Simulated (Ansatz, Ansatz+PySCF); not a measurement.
Two shapes of singlet O₃.

Shape 1:

```xyz
3

O     0.8372    0.0000    0.0000
O    -0.4186    0.7250    0.0000
O    -0.4186   -0.7250    0.0000
```

Shape 2:

```xyz
3

O     0.0000    0.0000   -0.3867
O     0.0000    0.9759    0.1934
O     0.0000   -0.9759    0.1934
```

Basis set: cc-pVDZ (spherical functions). Frozen core: 3 orbitals. Charge 0, multiplicity 1.

Computed with Ansatz (development build ahead of 0.2.0); each method stands on the lowest determinant of its kind that the runs found.

Q: Which shape is lower in energy, and by how much in each method?

A:

```tsv
method	E(2) − E(1) (eV)
RHF	-0.519
RHF-MP2	-0.081
```

Shape 2 is lower. Caution: in another basis set an unrestricted determinant lies well below.
